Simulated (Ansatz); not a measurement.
Born–Oppenheimer molecular dynamics of BH$_{5}$O$_{2}$ (8 atoms, charge 0, multiplicity 1). It starts at the highest image of a converged band. Of that band: The profile has 2 maxima (images 6, 8) with wells between them (image 7): this band takes more than one step, which may be the mechanism or a detour left from its start path. Neighbouring images differ by up to 1.4 eV, so the band resolves the path poorly. A vibrational analysis at the climbing image gives one clearly imaginary mode, 1239i cm⁻¹: a first-order saddle point.

Method: RKS PBE/6-31G* (Ansatz).

```
ensemble                      : NVE (velocity Verlet)
time step                     : 0.5 fs
steps asked                   : 200
starting velocities drawn for : 100 K
seed                          : 5055
```

First frame:

```xyz
8
Properties=species:S:1:pos:R:3
B -0.071 0.115 0.006
O 0.066 -0.061 1.625
H -0.833 -0.226 1.983
O 0.893 -0.563 -0.723
H 1.768 -0.517 -0.292
H -1.212 0.030 -0.376
H 0.189 1.476 0.143
H 0.123 1.075 1.119
```

(1) How far do the bonds stretch over the last three quarters of this one trajectory? (Pairs bonded in most of those frames.)

## Answers

(1) 
| bond | mean (Å) | spread (Å) | shortest | longest |
| --- | --- | --- | --- | --- |
| B1–O2 | 1.381 | 0.041 | 1.28 | 1.49 |
| B1–O4 | 1.378 | 0.047 | 1.30 | 1.46 |
| B1–H6 | 1.216 | 0.036 | 1.15 | 1.28 |
| O2–H3 | 0.978 | 0.006 | 0.96 | 0.99 |
| O4–H5 | 0.985 | 0.010 | 0.97 | 1.01 |
| H7–H8 | 0.752 | 0.014 | 0.73 | 0.78 |

Mean temperature of the second half: 2256 K. The conserved energy stayed within 0.12 meV per atom of its start (net change -0.018 meV per atom), so the integration is sound. The kinetic energy rose, since the run started high on the potential surface and went downhill. It ends in pieces (BH3O2 + H2), so much of that is their flight and rotation, not heat. A run of 0.1 ps of so small a system gives no equilibrium averages. The orbitals stay closed-shell, which can raise the energy where a bond breaks towards radicals; this wasn't checked here.

The run took 3.6 min on 1 thread of Arm Neoverse V1, with other jobs on the host, peak memory 0.091 GiB.
